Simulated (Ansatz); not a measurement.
Two shapes of singlet CH3NO.

Shape 1:

```xyz
6

C    -0.0267   -0.4249   -0.0925
O    -0.0146   -0.4268    1.1850
N     0.0484    0.6680   -0.8578
H     0.0499   -1.3602   -0.6420
H    -0.0239    0.5722   -1.8969
H    -0.0421    1.6132   -0.4096
```

Shape 2:

```xyz
6

C    -0.0402   -0.4599   -0.0764
O    -0.0324   -0.4624    1.1760
N     0.0386    0.6740   -0.8970
H     0.0677   -1.3428   -0.6743
H     0.0033    0.5588   -1.8695
H    -0.0779    1.6167   -0.3903
```

Basis set: 6-31G (spherical functions). Correlated methods keep 3 orbitals frozen. Charge 0, multiplicity 1.

Computed with Ansatz (development build ahead of 0.2.0); each method stands on the lowest determinant of its kind that the runs found.

**Question.** Which shape is lower in energy, and by how much in each method?

**Answer.**

| method | E(2) − E(1) (eV) |
| --- | --- |
| RHF | 0.059 |
| RHF-MP2 | 0.064 |

Shape 1 is lower.
